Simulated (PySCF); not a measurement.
## Static response to an electric field

Compound: 2-methyl-2-oxazoline, C₄H₇NO.
SMILES with atom numbers: `[CH3:1][C:2]1=[N:3][CH2:4][CH2:5][O:6]1` (hydrogens: H7, H8, H9 on C1; H10, H11 on C4; H12, H13 on C5)

Structure used (GFN2-xTB), in Å, numbered top down from 1:
```xyz
13
C4H7NO angstrom
C      2.1454    0.0650   -0.0686
C      0.6637    0.0949   -0.0463
N     -0.0589    1.0913   -0.3232
C     -1.4423    0.7004   -0.1749
C     -1.3649   -0.7868    0.2600
O      0.0313   -1.0576    0.3061
H      2.5197   -0.1888    0.9213
H      2.4845   -0.6990   -0.7653
H      2.5202    1.0370   -0.3709
H     -1.9625    0.8380   -1.1252
H     -1.9206    1.3338    0.5754
H     -1.7884   -0.9619    1.2522
H     -1.8316   -1.4659   -0.4581
```

Level: wB97X-D/def2-SVPD (PySCF), static field, nuclei fixed, core orbitals frozen in the response. The polarisability tensor in these axes (au):

```
x   67.28 -2.06  0.09
y   -2.06 55.32 -3.19
z    0.09 -3.19 45.27
```

Task: Diagonalise the tensor; give its mean and Δα, where Δα² is half the sum of the squared differences of the eigenvalues.

Result: Principal values 44.33, 55.89 and 67.64 au; mean 55.95 au = 8.29 Å³ = 9.23 × 10⁻⁴⁰ C²·m²/J; Δα = 20.18 au (36 % of the mean).

Task: What is the dipole moment, and where does it point?

Result: (-0.66, -1.02, 0.32) D, 1.26 D in size, pointing from the negative to the positive side. Measured along this direction, the outermost atoms are H9 at the negative end and H12 and H13 at the positive end.

Task: In a dilute gas of rigid molecules at 400 K, how does the orientational term μ²/3kT compare with the electronic polarisability?

Result: In Gaussian units μ²/3kT = 9.58 Å³ against 8.29 Å³, a ratio of 1.16; the Debye molar polarisation (4π/3)N_A(α + μ²/3kT) is 45.1 cm³/mol, leaving out the vibrational part.

Task: In TDDFT the mean static polarisability is Σ f/ω² over all singlet excitations (ω in hartree). How much of it do the 8 lowest give? Their energies (eV) and oscillator strengths: 6.64, 0.0054; 6.99, 0.0008; 7.10, 0.1529; 7.83, 0.0373; 7.93, 0.0001; 8.41, 0.0088; 8.55, 0.0043; 8.72, 0.0023.

Result: They add up to 2.96 au, 5.3 % of the 55.95 au; the largest single term is 2.24 au, from the state at 7.10 eV. Terms in order: 0.09, 0.01, 2.24, 0.45, 0.00, 0.09, 0.04, 0.02 au. Higher excitations give the rest. The strengths listed sum to 0.212.

Task: Find the Langevin capture rate constant for NO+ (29.998 u) meeting this molecule (85.053 u), k = 2.342 × 10⁻⁹ cm³/s × √(α in Å³ / reduced mass in u).

Result: The reduced mass is 22.18 u, so k = 1.43 × 10⁻⁹ cm³/s. The formula leaves out the permanent dipole, which adds to the capture rate.

Task: What would n − 1 = 2πNα be for an ideal gas of these molecules at 350 K and 1 atm, electronic part alone?

Result: N = p/kT = 2.0968 × 10¹⁹ cm⁻³, so n − 1 = 2π × N × 8.29 × 10⁻²⁴ cm³ = 1092 × 10⁻⁶ at long wavelengths, for an ideal gas.

Task: What are the principal values of the traceless quadrupole moment, Θ = ½Σq(3rr − r²1), about the centre of nuclear charge?

Result: -9.12, 0.35, 8.77 D·Å. The values depend on the origin, since the dipole doesn't vanish. The electronic extent ⟨r²⟩ about the same centre is 526 bohr², a root-mean-square distance of 1.79 Å for the 46 electrons.

Isolated species at its GFN2-xTB geometry, gas phase.
